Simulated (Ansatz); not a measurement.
A made-up structure of AlSiH$_{3}$F, doublet:

```xyz
6
angstrom
F 1.1436 -2.0155 1.6216
Al 0.8184 -1.6306 0.0404
Si -0.3156 0.5747 -0.3289
H -1.5916 0.3353 -1.0601
H 1.4378 -1.8250 2.4614
H -0.6102 1.3214 0.9254
```

It is relaxed with PBE-D4/def2-SVP and then PBE0-D4/def2-TZVP (Ansatz 0.2.0). Atoms count as bonded within 1.22 times the sum of their covalent radii (H–H: 0.88 Å). The end point is not checked to be a true minimum.

(1) Does its bonding change? (Judge from chemistry; the calculation decides.)

Results:

(1) The calculation gives: Yes. Formed: Si3–H5; broken: F1–H5.

Where it ends: The first stage lowers the energy by 4.21 eV in 42 steps. It ends as AlSiH₃F ([F][Al][SiH3]):
F1  (1.840, -2.638, 1.328)
Al2  (1.031, -2.034, 0.010)
Si3  (-0.292, 0.037, 0.505)
H4  (-0.991, 0.507, -0.722)
H5  (-1.314, -0.237, 1.555)
H6  (0.607, 1.125, 0.984)
(Å)

Labels in which every atom is bracketed show which atoms are joined, not bond orders.

For scale, one of the runs: PBE0-D4/def2-TZVP relaxation, 123 basis functions, launched by `ansatz run in.yaml --threads 2 --pin off --events-out ev --progress --plain --max-ram 4352MiB`. Hardware: 2 CPU threads of an Intel Xeon Platinum 8259CL, shared host. Wall time about 23 s.
